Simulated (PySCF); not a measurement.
**Structure from NMR data**

Molecular formula: C₆H₆. Simulated spectra:

¹H NMR (400 MHz, computed): δ 7.43 (s, 6H).

¹³C{¹H} NMR (computed): δ 136.3 (CH).

PySCF 2.14.0 with density-fitted response routines calculation with σ from GIAO-BLYP/pcSseg-2 and geometry: PBE0-D3(BJ)/def2-SVP; equivalent nuclei averaged, isolated molecule, non-relativistic, a single conformation.

Chemical shifts δ = σref − σ; ¹H (σref 31.38), ¹³C (σref 175.01) vs TMS, all at this level.

Problem. What is the structure?

Solution. 
- The formula gives 4 degrees of unsaturation (1 ring in the answer).
- 1 carbon signal for 6 carbons: some carbons are equivalent by symmetry or fast rotation.
- Carbon types of the structure: 6 × CH, which accounts for all hydrogens.
- δC 136.3: aromatic CH; the aromatic region.
- δH 7.43: hydrogen on an aromatic CH; aromatic region.

These data were computed for `c1ccccc1`.

The shifts were computed for this structure.

Shifts are as computed, not scaled to solution data. Of 246 compounds with measured shifts, 49 miss one by over three times the rms of a fit or turn the order of signals round; such compounds aren't used in these exercises.
